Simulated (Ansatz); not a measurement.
Compare A (`CC(C)(F)C=O`) with its isomer B (`C/C=C(\F)OC`).

Computed with Ansatz on PBE0-D4/def2-TZVP structures; ΔE is electronic, products minus reactants. CCSD(T)/CBS adds triple-zeta CCSD(T) − MP2 to the extrapolated MP2 energy (def2 sets, frozen cores). Functionals use def2-TZVPP. B3LYP here is the variant with VWN-RPA as its local correlation; programs differ in this. Each species was taken in one conformer, which may not be the lowest.

A:

```xyz
13

C    -0.629   -1.253   -0.086
C    -0.091    0.140   -0.332
C     1.377    0.282    0.004
F    -0.267    0.448   -1.681
C    -0.907    1.158    0.447
O    -0.965    1.180    1.643
H    -0.574   -1.484    0.979
H    -0.039   -1.981   -0.645
H    -1.671   -1.325   -0.405
H     1.525    0.125    1.073
H     1.736    1.279   -0.257
H     1.957   -0.457   -0.553
H    -1.452    1.889   -0.188
```

B:

Z-matrix (Å, degrees):
```
C
C 1 1.489
H 1 1.090 2 111.5
H 1 1.094 2 111.1 3 -120.6
H 1 1.094 2 111.1 3 120.5
C 2 1.323 1 124.9 3 1.5
H 2 1.083 1 119.5 3 179.7
O 6 1.332 2 125.4 1 173.6
F 6 1.344 2 121.8 1 -3.3
C 8 1.423 6 115.6 2 129.1
H 10 1.088 8 106.1 6 -176.9
H 10 1.091 8 111.2 6 63.9
H 10 1.095 8 110.4 6 -58.1
```

Problem. Which is lower in electronic energy at CCSD(T)/CBS, and by how much? (Estimate.)

Solution. Ansatz gave: A, by 82.8 kJ/mol.

Problem. Give E(B) − E(A) in kJ/mol with ωB97M-V, B3LYP, B3LYP-D4, CCSD/def2-TZVPP, MP2/def2-TZVPP, B2PLYP, CCSD(T)/def2-TZVPP. (Estimate.)

Solution. The calculation gave: ωB97M-V 78.7, B3LYP 67.3, B3LYP-D4 71.5, CCSD/def2-TZVPP 82.6, MP2/def2-TZVPP 86.2, B2PLYP 76.4, CCSD(T)/def2-TZVPP 82.7. None reverses the order clearly.

Largest T1 diagnostic: 0.013.

The D4 term adds +4.2 kJ/mol with B3LYP and +2.1 kJ/mol with PBE0; it sums over pairs of atoms, weighted by their polarisabilities, and B3LYP, whose exchange is more repulsive, gets the larger term. In def2-TZVPP, CCSD(T) changes the Hartree–Fock value by +3.3 kJ/mol (the triples alone add +0.1 kJ/mol) and MP2 by +6.7 kJ/mol.
